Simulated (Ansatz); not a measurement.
Mulliken charges of `C=NCF` from ωB97M-V/def2-TZVPP in Ansatz (PBE0-D4/def2-TZVP geometry).

| atom | x (Å) | y (Å) | z (Å) | charge (e) |
| --- | --- | --- | --- | --- |
| C1 | -1.233 | 0.370 | -0.110 | -0.100 |
| N2 | -0.401 | -0.521 | -0.423 | -0.226 |
| C3 | 0.945 | -0.420 | -0.008 | 0.123 |
| F4 | 1.248 | 0.705 | 0.743 | -0.245 |
| H5 | -2.262 | 0.259 | -0.448 | 0.114 |
| H6 | -0.980 | 1.251 | 0.484 | 0.108 |
| H7 | 1.585 | -0.403 | -0.895 | 0.113 |
| H8 | 1.190 | -1.296 | 0.601 | 0.113 |

Q: By hand: the dipole of these point charges (1 e Å = 4.8032 D).

A: Σ q r = (-0.026, -0.171, -0.108) e Å, of length 0.204 e Å = 0.98 D.

Q: How does the dipole of the full density compare? (Best estimate.)

A: Computed: (-0.078, 0.013, -0.013) e Å, 0.38 D; the point charges give 2.58 times that, at 86° from its direction.

Point charges leave out the atoms' own dipoles, such as those of lone pairs, and Mulliken's split depends on the basis, so the two needn't agree.
